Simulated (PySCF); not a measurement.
## Vibration and rotation of PS⁻

UHF-CCSD(T) constants of PS⁻, ³Σ⁻ (triplet), unpaired electrons π ↑↑ (P def2-SVPD, S def2-SVPD; no relativity (PySCF 2.14); masses 30.9738 and 31.9721 u):

| Quantity | Value |
| --- | --- |
| ωe | 571.5 cm⁻¹ |
| ωexe | 2.81 cm⁻¹ |
| Be | 0.2544 cm⁻¹ |
| αe | 0.00161 cm⁻¹ |

(1) What force constant and bond length do these constants imply?

(2) Estimate the centrifugal constant D from the Kratzer relation and find the Dunham coefficient a1.

Correlated steps freeze 10 core orbitals. The state is the lowest determinant that a PBE0 search found; another state may lie lower at other levels.

## Answers

(1) Reduced mass μred = 15.733 u; k = 5.8918×10⁻⁷·μred·ωe² (u, cm⁻¹, mdyn/Å) = 3.03 mdyn/Å; Re = √(16.8576/(μred·Be)) (u, cm⁻¹, Å) = 2.052 Å.

(2) D = 4Be³/ωe² = 2.02e-07 cm⁻¹; a1 = −1 − αeωe/(6Be²) = -3.37.
